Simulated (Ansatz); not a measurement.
System: CHO, charge 0, multiplicity 2. It need not be the lowest isomer of its formula. SMILES: [CH]=O
Geometry: optimised at B3LYP-D3(BJ)/def2-TZVP (Ansatz, a first-principles code).

Property: vertical ionisation energy (to the singlet state of charge +1; each state is the SCF solution reached for its spin; for the singlet the Hartree-Fock reference is unstable and T1 is 0.023), in eV. Cores are frozen in the correlated levels unless marked. UHF or UKS for open shells. Spin-orbit coupling is left out. Non-relativistic. Basis-set limits of correlation are two-point, X^-3; Hartree-Fock from the larger set.

Measured: 9.31 eV (CCCBDB table in ASE); it holds spin-orbit and relativistic effects, which these rows lack, and core correlation, which the frozen-core levels lack. This is an older compilation, not checked against later work.

```
level                                 program  vertical ionisation energy (eV)  error against measurement
------------------------------------  -------  -------------------------------  -------------------------
HF/def2-QZVPPD                         Ansatz                             9.54                       0.23
PBE/def2-TZVPD                         Ansatz                             9.45                       0.14
PBE0/def2-TZVPD                        Ansatz                             9.67                       0.36
CAM-B3LYP/def2-TZVPD                   Ansatz                             9.76                       0.45
B2PLYP/def2-TZVPD                      Ansatz                             9.36                       0.05
MP2/aug-cc-pVDZ                        Ansatz                             8.83                      -0.48
MP2/aug-cc-pVTZ                        Ansatz                             8.97                      -0.34
MP2/aug-cc-pVQZ                        Ansatz                             9.01                      -0.30
MP2/CBS(aug-cc-pVTZ,aug-cc-pVQZ)       Ansatz                             9.04                      -0.27
RI-MP2/aug-cc-pVQZ                     Ansatz                             9.01                      -0.30
RI-MP2/CBS(def2-TZVPPD,def2-QZVPPD)    Ansatz                             9.03                      -0.28
SCS-MP2/def2-SVPD                      Ansatz                             8.84                      -0.47
SCS-MP2/def2-TZVPPD                    Ansatz                             8.92                      -0.39
SCS-MP2/aug-cc-pVQZ                    Ansatz                             8.99                      -0.32
CCSD/aug-cc-pVTZ                       Ansatz                             9.30                      -0.01
CCSD/def2-TZVPPD                       Ansatz                             9.28                      -0.03
CCSD/CBS(aug-cc-pVTZ,aug-cc-pVQZ)      Ansatz                             9.38                       0.07
CCSD/CBS(def2-TZVPPD,def2-QZVPPD)      Ansatz                             9.38                       0.07
CCSD(T)/def2-QZVPPD                    Ansatz                             9.23                      -0.08
CCSD(T)/CBS(def2-TZVPPD,def2-QZVPPD)   Ansatz                             9.27                      -0.04
CCSD(T)/CBS(aug-cc-pVTZ,aug-cc-pVQZ)   Ansatz                             9.27                      -0.04
```
